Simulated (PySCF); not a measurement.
ethylene (C₂H₄), SMILES C=C. Geometry optimised at r2SCAN-D4/def2-TZVP.

Computed equilibrium geometry at r2SCAN-D4/def2-TZVP (PySCF confirms it by a frequency run) as a Z-matrix, and its point group:
point group D2h.
```
C
C 1 1.3257
H 1 1.0848 2 121.66
H 2 1.0848 1 121.66 3 180.00
H 1 1.0848 3 116.69 2 180.00
H 2 1.0848 4 116.69 1 180.00
```
Charge 0, spin multiplicity 1.
